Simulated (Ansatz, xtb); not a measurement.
## Isomers of C4H10OS in order of energy

8 gas-phase structures of C4H10OS, from a drawn sample of its isomers (lower ones may exist). Each was relaxed with GFN2-xTB; where two conformers were screened, the lower at r2SCAN-D4/def2-SVP is listed:

A. `CCOCCS`, a singlet
B. `OCCCCS`, a singlet
C. `CO[C@H](C)SC`, a singlet
D. `CCSCOC`, a singlet
E. `CC(C)(C)[SH]=O`, a singlet
F. `CCC[S@](C)=O`, a singlet
G. `COC[C@H](C)S`, a singlet
H. `COCCCS`, a singlet

Question: Which do you expect lowest at r2SCAN-D4/def2-SVP, and how would the others follow?

Answer: Calculated order at r2SCAN-D4/def2-SVP: B (0.0), A (8.4), C (11.4), G (13.5), D (22.3), H (22.5), E (101.8), F (103.0) kJ/mol. Less than 1 kcal/mol parts A and C; C and G; D and H; E and F, so the order within those pairs means little.

Energies above the lowest of each column, in kJ/mol; the last columns are at B3LYP-D3(BJ)/def2-SVP geometries and were run for some of them only (a dash: not run or not comparable):

```tsv
structure	GFN2-xTB	HF/STO-3G	r2SCAN-D4/def2-SVP	B3LYP-D3(BJ)/def2-SVP	CCSD(T)/def2-SVP + ΔMP2/def2-TZVPP
B	1.9	32.1	0.0	0.0	0.0
A	5.8	7.6	8.4	8.4	20.4
C	0.0	0.0	11.4	11.7	23.8
G	1.7	17.5	13.5	13.2	26.0
D	6.0	3.2	22.3	20.7	–
H	10.7	18.6	22.5	–	–
E	28.1	473.0	101.8	–	–
F	33.4	442.0	103.0	–	–
```

CCSD(T)/def2-SVP + ΔMP2/def2-TZVPP puts B lowest of those it was run on; GFN2-xTB picks C, HF/STO-3G picks C. Some further structures that were screened fall inside this span and aren't listed. Flexible structures stand in one conformer each, not always the lowest. Frequencies (GFN2-xTB) were run for A, B, C, G alone. ΔMP2 is the change of the MP2 energy from the smaller to the larger basis.

Over these structures GFN2-xTB departs from r2SCAN-D4/def2-SVP by 23.6 kJ/mol on average once a common shift is removed. A GFN2-xTB relaxation took about 0.052 s and the r2SCAN-D4/def2-SVP energy about 0.58 s on a shared host (Ansatz 0.2.0, xtb 6.7.1).
